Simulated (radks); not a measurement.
**Si³⁺ in [Ne] 3s1: an all-electron calculation**

The task here is to estimate one member of a computed series from the others.

Method: Dirac Kohn-Sham, PBE, spin-unpolarised, spherical densities, point nucleus. Code: radks (a radial shooting solver on a logarithmic mesh, Libxc functionals) version 1.

## The atom as given

| Item | Value |
| --- | --- |
| element | silicon (Z = 14) |
| charge | +3 |
| electrons | 11 |
| configuration | [Ne] 3s1 |

Outer shells as boxes (Hund's rule):

Si³⁺
```
[Ne] core
3s [↑ ]
```

Set-up of the first run:

Settings of this run:

```text
Z 14
configuration [Ne] 3s1 3p0 4s0
relativity Dirac
functional pbe,pbe
spin unpolarised
j_filling energy
nucleus point
c 137.035999084
```

One of the session's tables, all rows but one given; the rest of the session is left out.

It belongs to the step «Radial structure». Sizes of the orbitals, from the radial functions (bohr):

```
level     <r>  outermost maximum (interpolated)  90 % within  nodes
1s1/2  0.1113                            0.0726        0.199      0
2s1/2  0.5660                             0.454        0.891      1
2p1/2  0.5327                             0.386        0.894      0
2p3/2  0.5349                             0.387        0.898      0
3s1/2       ?                                 ?            ?      ?
3p1/2   2.051                              1.79         3.08      1
3p3/2   2.055                              1.79         3.09      1
```

Estimate the missing values for 3s1/2.

The run gave: <r>: 1.846; outermost maximum (interpolated): 1.63; 90 % within: 2.73; nodes: 2. In the column «<r>» it lies between 2s1/2 (0.5660) and 3p1/2 (2.051).

To keep in mind: Spin polarisation and multiplet splitting are left out.
